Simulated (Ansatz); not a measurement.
Molecule: C3H3 (charge -1, singlet). It need not be the lowest isomer of its formula. Whether it binds its extra electron was not tested at this geometry. 
Structure (B3LYP-D3(BJ)/def2-TZVP (Ansatz, a first-principles code) minimum search):
```xyz
6

C      0.0046    -0.0025     0.3349
C      0.0216    -0.0117     1.5723
C     -0.0155     0.0084    -1.1294
H     -0.0179     1.0267    -1.5482
H      0.8559    -0.4989    -1.5715
H     -0.9021    -0.4930    -1.5473
```
Charge -1, spin multiplicity 1.

Basis-set convergence of Hartree-Fock and MP2 correlation energies (hartree) with Ansatz. Valence correlation only, unless marked. Spin-orbit coupling is left out. Non-relativistic.

```tsv
basis	functions	E(HF)	E(corr, MP2)
aug-cc-pVDZ	96	-115.25531	-0.41767
aug-cc-pVTZ	207	(withheld)	(withheld)
```

### Question
What belongs in the gaps?

### Answer

- aug-cc-pVTZ, E(HF): -115.28222
- aug-cc-pVTZ, E(corr, MP2): -0.49651
